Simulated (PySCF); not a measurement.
Acid–base and redox partners of OC=O. Isolated molecules, 0 K electronic values unless said otherwise. One relaxed conformer stands for each flexible species; it need not be the lowest. Strings in code marks are SMILES.

The vertical ionisation energy (Delta-SCF) from two functionals at the same geometries (PBE0-D4/def2-TZVP), both in PySCF: PBE-D3(BJ)/def2-TZVP and B3LYP-D3(BJ)/def2-TZVP. B3LYP has the VWN-RPA correlation part, as in Gaussian. Delta-SCF ions had no search for a lower state. 

```
species                                                                          PBE-D3(BJ)/def2-TZVP (eV)
-------------------------------------------------------------------------------  -------------------------
neutral parent (`O=CO` (O–C–O–H torsion 0°))                                                         11.27
proton added at O1 (`[H]/[O+]=C\O` (H–O–C–O torsion 0°))                                             20.89
proton added at O3 (`[OH2+]C=O` (not the most basic site; O–C–O–H torsion 12°))                      19.61
```

Q: What does B3LYP-D3(BJ)/def2-TZVP give for each?

A: 
- neutral parent (`O=CO` (O–C–O–H torsion 0°)): 11.43
- proton added at O1 (`[H]/[O+]=C\O` (H–O–C–O torsion 0°)): 21.03
- proton added at O3 (`[OH2+]C=O` (not the most basic site; O–C–O–H torsion 12°)): 19.77
Over these rows, drawn at random from the members with no instability flagged (it was tested for open shells, ions and some series alone), PBE minus B3LYP-D3(BJ): mean -0.15 eV, from -0.16 eV to -0.14 eV.
